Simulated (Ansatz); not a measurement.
# H4O2+ (doublet): geometry and frequencies at several levels

An exercise on one series of results from a longer session: the logs are not shown, and one member is left open.

Computed with Ansatz 0.2.0 (the levels named in each step, unless a step's input says otherwise).

## The system as given

Bond lengths: O1–H3 1.035 Å, O1–H4 0.978 Å, O1–H5 0.977 Å, O2–H6 0.970 Å. Angles: H3–O1–H4 111.1°, H3–O1–H5 111.2°, H4–O1–H5 110.9°.

As a file:

```xyz
6

O     0.0599    0.3058    1.2004
O    -0.0344   -0.3144   -1.2733
H     0.0449    0.0622    0.1941
H    -0.0786   -0.4866    1.7571
H    -0.5997    0.9967    1.4062
H     0.2279   -0.4376   -2.1987
```

Set-up of the first run:

input.yaml reads:

```yaml
crystal:
  periodic: [false, false, false]
  atoms:
    - { symbol: O, position_ang: [0.05994, 0.3058, 1.20037] }
    - { symbol: O, position_ang: [-0.03437, -0.31437, -1.27335] }
    - { symbol: H, position_ang: [0.04494, 0.06224, 0.19408] }
    - { symbol: H, position_ang: [-0.07856, -0.48657, 1.75711] }
    - { symbol: H, position_ang: [-0.59966, 0.99665, 1.40622] }
    - { symbol: H, position_ang: [0.22788, -0.43761, -2.19868] }
magnetization:
  spin_polarized: true
  initial_magnetization: 1
total_charge: 1
basis:
  gaussian: { orbitals: def2-SVP }
hamiltonian:
  xc: pbe
  dispersion: d4
relax:
  f_tol: 0.03
  max_steps: 200
```

The run is started by

```bash
ansatz run input.yaml --threads 2 --pin off --max-ram 5120MiB --backend cpu --events-out ev --progress --plain --runs-dir out
```

Among the steps run: A rough first relaxation, PBE-D4/def2-SVP; Relaxation, PBE0-D4/def2-TZVPP; Frequencies, PBE0-D4/def2-TZVPP; Relaxation, PBE-D4/def2-TZVPP; Frequencies, PBE-D4/def2-TZVPP; Relaxation, r2SCAN-D4/def2-TZVPP; Frequencies, r2SCAN-D4/def2-TZVPP; Relaxation, B3LYP-D4/def2-TZVPP; Frequencies, B3LYP-D4/def2-TZVPP; Relaxation, B2PLYP/def2-TZVPP.

One of the session's tables, all rows but one given; the rest of the session is left out.

```
               level  O1–H3 (Å)  O1–H4 (Å)  highest frequency (cm⁻¹)
  PBE0-D4/def2-TZVPP     1.0716     0.9691                      3812
   PBE-D4/def2-TZVPP     1.1040     0.9792                      3678
r2SCAN-D4/def2-TZVPP     1.0868     0.9706                      3773
 B3LYP-D4/def2-TZVPP          ?          ?                         ?
   B2PLYP/def2-TZVPP     1.0595     0.9707                         -
```

Estimate the missing values for B3LYP-D4/def2-TZVPP.

**Answer.** O1–H3 (Å): 1.0677; O1–H4 (Å): 0.9721; highest frequency (cm⁻¹): 3757. In the column «O1–H3 (Å)» it lies between B2PLYP/def2-TZVPP (1.0595) and PBE0-D4/def2-TZVPP (1.0716).
